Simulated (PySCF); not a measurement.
Compound: 1,2,4-pentatriene, C₅H₆.
Cartesian coordinates in Å at the GFN2-xTB level; atoms count from 1:
```
atom  x, y, z in Å
C1     1.9561    1.4482    0.7711
C2     0.9297    0.6710    0.6610
C3    -0.1076   -0.1122    0.5347
C4    -0.6849   -0.4813   -0.7427
C5    -1.7397   -1.2788   -0.8658
H6     2.9638    1.0624    0.7839
H7     1.8534    2.5186    0.8627
H8    -0.5813   -0.5207    1.4192
H9    -0.2019   -0.0665   -1.6176
H10   -2.2330   -1.7009   -0.0053
H11   -2.1492   -1.5371   -1.8271
```

Vertical excitations from PySCF (density fitting, frozen core in the response, grid level 2 and gas phase unless stated; continuum runs use non-equilibrium linear response for the excitations) on a GFN2-xTB geometry. Reference run:

```csv
settings,"S1, eV (f)","S2, eV (f)","S3, eV (f)","S4, eV (f)","S5, eV (f)","S6, eV (f)","T1, eV (Tamm–Dancoff)",mean α (au)
"mPW1PW91/def2-TZVP, TDA, 1 singlet",5.34 (0.000),–,–,–,–,–,3.31,67.0
```

Task: What do these settings give: (1) B97-D/ANO-RCC-VDZP, IEF-PCM methanol, full TDDFT, 25 singlets; (2) OLYP/Sadlej pVTZ, full TDDFT, 3 singlets?

Result: 
```
                                                     settings    S1, eV (f)    S2, eV (f)    S3, eV (f)    S4, eV (f)    S5, eV (f)    S6, eV (f)  T1, eV (Tamm–Dancoff)  mean α (au)
B97-D/ANO-RCC-VDZP, IEF-PCM methanol, full TDDFT, 25 singlets  5.09 (0.000)  5.25 (0.000)  5.54 (0.814)  5.76 (0.005)  6.26 (0.004)  6.59 (0.001)                   3.35         84.6
                     OLYP/Sadlej pVTZ, full TDDFT, 3 singlets  4.78 (0.000)  4.96 (0.005)  5.14 (0.000)             –             –             –                   3.37         72.7
```

(1) S1 moves by -0.25 eV; functional, basis, environment and response scheme change together, so the shift can't be laid on one. (2) S1 moves by -0.56 eV; functional, basis and response scheme change together, so the shift can't be laid on one. States are counted by energy in each run and needn't keep their character from row to row.

ANO-RCC sets were contracted for a scalar-relativistic Hamiltonian, but ran non-relativistically here.

Task: Which orbital pairs make up S1 in each run, and how does it sit against the orbital gap?

Result: 
```tsv
settings	S1 configurations (weight)	S1 (eV)	orbital gap (eV)	S1 − gap (eV)
mPW1PW91/def2-TZVP, TDA, 1 singlet	H→L+1 0.86, H−1→L 0.12	5.34	6.02	-0.68
B97-D/ANO-RCC-VDZP, IEF-PCM methanol, full TDDFT, 25 singlets	H→L+1 0.85, H−1→L 0.15	5.09	4.16	+0.93
OLYP/Sadlej pVTZ, full TDDFT, 3 singlets	H→L+1 0.98	4.78	4.06	+0.72
```

The structure is a single GFN2-xTB conformer; no vibrational corrections.
